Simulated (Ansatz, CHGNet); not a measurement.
## How well does each level of theory give the elastic constant C12 of hcp Y?

Reference value: 29.1 ± 0.3 GPa (measured, 0 K, extrapolated to 0 K; as tabulated in Elastic Constants of Yttrium Single Crystals in the Temperature Range 4.2-400 K).

Question: What do CHGNet-r²SCAN, LDA, PBE, r²SCAN, HSE06 give, and how far is each from the reference?

Answer: 
```csv
level (code),value (GPa),cell (Å³/atom),difference (%)
CHGNet-r²SCAN (CHGNet),19.5,33.70,-33
LDA (Ansatz),24.9,29.93,-14.4
PBE (Ansatz),25.0,32.88,-14.1
r²SCAN (Ansatz),29.1,33.48,0.0
HSE06 (Ansatz),27.6,33.73,-5.2
```

The best agreement in this table is that of r²SCAN (0.0 %). CHGNet-r²SCAN (-33 %) lies farthest from it. Within 10 %: r²SCAN, HSE06. Of the first-principles levels, DFT without exact exchange (r²SCAN) would do here.

The reference has no zero-point or thermal correction, while the calculations are for a static lattice, so the differences are not the levels' errors alone.  HSE06: hybrids on metals are sensitive to the k mesh. Each level is taken at its own relaxed cell. Cutoffs and k meshes differ between the levels. Ansatz's density-functional and Hartree–Fock values are scalar-relativistic unless marked +SOC, with PAW data made under PBE.

Machine-learned potentials (CHGNet-r²SCAN) are trained on DFT data, which may include these solids.

Differences are worked out from the printed values.

Ansatz is a program for electronic structure.
